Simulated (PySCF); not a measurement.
SMILES FP, FH2P

Geometry (Å), atoms numbered from 1 in this order:
```xyz
4

F     1.3710   -0.2152    0.0868
P    -0.1856   -0.0115    0.5084
H    -0.7698   -0.9313   -0.4260
H    -0.4834    1.1004   -0.3491
```

Theory: GIAO B3LYP/pcSseg-1 magnetisability, rotational g tensor and spin-rotation constants, non-relativistic, gas phase in PySCF 2.14.0. Geometry: PBE0-D3(BJ)/def2-SVP.

Question: Give the nuclear spin-rotation constants along the inertial axes (H = +C I·J) beside the isotropic shieldings.

Answer: Rotational constants 129.0593, 14.7394, 14.5976 GHz.
```
atom  isotope  Caa (kHz)  Cbb (kHz)  Ccc (kHz)  mean (kHz)  σ (ppm)
  F1      19F     74.562    -17.664      0.199      19.032    507.5
  P2      31P    135.328     39.851     27.832      67.670    195.5
  H3       1H    -13.257      0.396     -0.253      -4.371     24.1
  H4       1H    -13.256      0.394     -0.251      -4.371     24.1
```
For the geometry as given, no vibrational averaging.

Question: How do the rotational constants and the g tensor change when H3, H4 are replaced by deuterium?

Answer: Constants 66.9568, 13.5781, 13.2425 GHz; g -0.0415, -0.1278, -0.0940, against -0.0751, -0.1378, -0.1033 before.
